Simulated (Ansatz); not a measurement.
Born–Oppenheimer molecular dynamics of CH8BN (11 atoms, charge 0, multiplicity 1). It starts at the highest image of a converged band. Of that band: The profile has 2 maxima (images 1, 3) with wells between them (image 2): this band takes more than one step, which may be the mechanism or a detour left from its start path. Neighbouring images differ by up to 1.8 eV, so the band resolves the path poorly. A vibrational analysis at the climbing image gives one clearly imaginary mode, 1365i cm⁻¹: a first-order saddle point.

Level of theory: RKS PBE0/6-31G* (Ansatz).

```json
{
 "ensemble": "NVE (velocity Verlet)",
 "time step": "0.5 fs",
 "steps asked": "200",
 "starting velocities drawn for": "300 K",
 "seed": "9091"
}
```

First frame:

```xyz
11
Properties=species:S:1:pos:R:3
B -0.002 -0.322 0.218
H -0.939 0.274 1.040
H 0.975 0.341 0.443
H -0.535 -0.258 -0.855
N -0.002 -1.745 0.860
H -0.386 -2.471 0.271
C 1.126 -2.163 1.663
H 0.914 -3.109 2.174
H 2.048 -2.282 1.073
H 1.326 -1.408 2.430
H -0.828 -0.662 1.264
```

(1) How far do the bonds stretch over the last three quarters of this one trajectory? (Pairs bonded in most of those frames.)

Answers

(1) 
```tsv
bond	mean (Å)	spread (Å)	shortest	longest
B1–H3	1.204	0.012	1.18	1.23
B1–H4	1.207	0.039	1.15	1.27
B1–N5	1.392	0.023	1.34	1.43
H2–H11	0.762	0.070	0.66	0.86
N5–H6	1.016	0.026	0.98	1.05
N5–C7	1.454	0.032	1.40	1.52
C7–H8	1.098	0.011	1.08	1.12
C7–H9	1.095	0.013	1.07	1.12
C7–H10	1.099	0.011	1.08	1.12
```

Mean temperature of the second half: 1415 K. The conserved energy stayed within 0.53 meV per atom of its start (net change -0.35 meV per atom), so the integration is sound. The kinetic energy rose, since the run started high on the potential surface and went downhill. It ends in pieces (CH6BN + H2), so much of that is their flight and rotation, not heat. A run of 0.1 ps of so small a system gives no equilibrium averages. The orbitals stay closed-shell, which can raise the energy where a bond breaks towards radicals; this wasn't checked here.

Run time: 4.8 min on 1 thread of Arm Neoverse V2 (shared host), peak memory 0.11 GiB.
